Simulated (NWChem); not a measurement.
# Correlation energy of N (+1)

```xyz
1

N      0.0000     0.0000     0.0000
```
Charge +1, spin multiplicity 3.

Program: NWChem.

Basis set: def2-SVP. Each correlation energy counts from its own Hartree-Fock reference.

```
method           correlation energy (mHa)
---------------  ------------------------
UMP2                                -54.3
SCS-UMP2                            -57.5
CCSD on UHF                         -75.6
CCSD[T] on UHF                      -76.4
CCSD(T) on UHF                      -76.4
CCSD on ROHF                        -80.8
CCSD[T] on ROHF                     -81.7
CCSD(T) on ROHF                     -81.7
CCSDT on ROHF                       -81.9
```

The values span 27.6 mHa, from CCSDT on ROHF (lowest) to UMP2 (highest). 

The correlated methods keep 1 core orbital frozen. No SCF solution was tested for a lower state. Open-shell Hartree-Fock references start from PBE0 orbitals. Coupled-cluster values serve here as a point of comparison, not as the truth.
